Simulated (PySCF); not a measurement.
**How methods differ on the ionisation energy of O**

O [He] 2s2 2p4 (3P) → O⁺ [He] 2s2 2p3 (4S), as a difference of total energies. Computed with PySCF 2.14 in cc-pVDZ (3s2p1d, 14 functions), with the non-relativistic Hamiltonian (point nucleus). Correlated levels: valence: 1s2 frozen. The calculations carry no spin-orbit coupling.

| method | ionisation energy (eV) |
| --- | --- |
| UHF | 11.965 |
| M06-2X | 13.519 |
| PBE0 | 13.667 |
| MP2 (valence) | 12.838 |
| CCSD (valence) | 12.842 |

Question: Estimate what SCS-MP2 (valence) gives.

Answer: 12.859 eV, closest to CCSD (valence) among the rows shown.

Question: Estimate what CCSD(T) (valence) gives.

Answer: 12.848 eV, closest to CCSD (valence) among the rows shown.

Errors of the correlated levels include the incompleteness of this basis and the frozen core.

For comparison: 13.608 eV (measured; NIST levels, between the centres of gravity of the two terms).
